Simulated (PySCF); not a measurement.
Homolysis of single bonds, series C CH3-H. Isolated molecules, 0 K electronic values unless said otherwise. Strings in code marks are SMILES.

Calculation: PBE-D3(BJ)/def2-TZVP // B3LYP-D3(BJ)/def2-TZVP in PySCF. 

```json
[
 {"species": "whole molecule (`CC(C)(C)C`)", "dipole moment (D)": "0.00"},
 {"species": "radical fragment (`[C](C)(C)C`)", "dipole moment (D)": "0.22"},
 {"species": "radical fragment (`[CH3]`)", "dipole moment (D)": "0.00"},
 {"species": "radical fragment (`C[CH2]`)", "dipole moment (D)": "___"}
]
```

Complete the blanks.


- radical fragment (`C[CH2]`), dipole moment (D): 0.35
